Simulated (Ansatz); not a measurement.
Bulk modulus of some elemental metals

Method: r²SCAN (Ansatz, a quantum-chemistry and plane-wave program, PAW). References are measured values corrected to a static lattice or taken at low temperature (these still hold zero-point motion). The table is a random draw of 14 from 35 solids with such references.

Values in GPa.

```
solid          reference  r²SCAN  error (%)
------  ----------------  ------  ---------
bcc Ta               198     201       +1.5
fcc Sr              12.5    11.7       -6.4
fcc Rh     271 (271–289)     282       +4.1
bcc Fe               174     170       -2.3
hcp Tc               303     320       +5.6
hcp Co               193     224      +16.1
fcc Al  80.8 (77.1–82.0)    92.8      +14.9
bcc Cs  2.11 (2.11–2.35)    1.85      -12.3
fcc Pt               289     271       -6.2
bcc V                161     194        +20
hcp Re               369     388       +5.1
hcp Mg             38.6†    39.6       +2.6
bcc Li  13.8 (13.1–13.9)    13.1       -5.1
hcp Y   41.7 (37.3–41.7)    40.6       -2.6
```

Over these 14 solids the mean error is +2.5 %, the mean absolute error 7.5 % (median 5.4 %), and the worst case bcc V at +20 %; the value is above the reference in 8 of 14 cases. Over all 35 the mean error is -0.1 % and the mean absolute error 7.4 % (median 5.7 %).

All these references are brought to a static lattice.

Spin–orbit coupling is left out, also for the solids with elements from indium on (bcc Ta, bcc Cs, fcc Pt, hcp Re); its size isn't shown.

† marks references with one source in our tables, § those from which another value on file, of any temperature, differs by over 15 %.

Brackets give the range of our sources, which can hold other temperatures.

Differences are worked out from the printed values.

Each level is taken at its own relaxed cell. Ansatz's density-functional and Hartree–Fock values are scalar-relativistic unless marked +SOC, with PAW data made under PBE.

Ansatz's runs of these crystals have no spin polarisation, but for bcc Fe, hcp Co. A magnetic state wasn't tried for fcc Rh, fcc Pt, bcc V, hcp Y with meta-GGA or hybrid levels, which favour moments.

Density-functional runs with spin start from parallel moments for bcc Fe, parallel moments for hcp Co.

Not in this set, of the elemental metals with a reference value in our tables and a result at some level: 6 for sources at odds (hcp Be, fcc Ca, antiferromagnetic bcc Cr, bcc Rb, hcp Sc and 1 more); 3 for a reference at room or unstated temperature (double-hcp La, hcp Lu, white tin (β-Sn)). These can be a level's worst cases. Values held back for tests aren't counted. Layered and molecular crystals are counted apart. The metals Ce to Yb are counted apart.

References as tabulated in Levämäki et al. (2014), arXiv:1402.3671; doi:10.1021/acs.jctc.3c00612; Lejaeghere et al. (2013), arXiv:1204.2733.
